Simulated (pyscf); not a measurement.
Optimised with ωB97X-D3(BJ)/def2-SVP in PySCF. Correlated levels are frozen-core, on RHF or UHF. ΔMP2 is the change of the MP2 total energy from the triple- to the quadruple-zeta basis.

### Question
Estimate the classical barrier height and the reaction energy of F–BH–F + ammonia (NH₃) -> hydrogen fluoride (HF) + H₂N–BH–F at CCSD(T)/def2-TZVPP. The step runs on the singlet surface, breaks B–F, H–N and forms F–H, B–N; take the separated reactants as zero.

### Answer
ΔE‡ = 0.79 eV, ΔE = +0.30 eV. CCSD(T)/def2-TZVPP + ΔMP2(QZVPP) gives 0.81 eV and +0.28 eV. Zero-point energy shifts the barrier by +0.03 eV. It is a four-centre exchange, with an imaginary mode of 780i cm⁻¹. On the reactant side the descent ends in an adduct with a B–N contact, 0.79 eV under the separated species and 1.51 eV under the saddle at ωB97X-D3(BJ)/def2-TZVP. On the product side the descent ends in a complex, 0.21 eV under the separated species and 0.61 eV under the saddle at ωB97X-D3(BJ)/def2-TZVP. What is counted as formed (B–N) is already present as a longer contact in the reactant adduct; forming that adduct is a step of its own. At ωB97X-D3(BJ) the barrier from the zero used here is 0.72 eV. One saddle was located; it need not be the lowest between these sides. The CCSD(T) − MP2 part came from Ansatz, without density fitting, on the same reference.
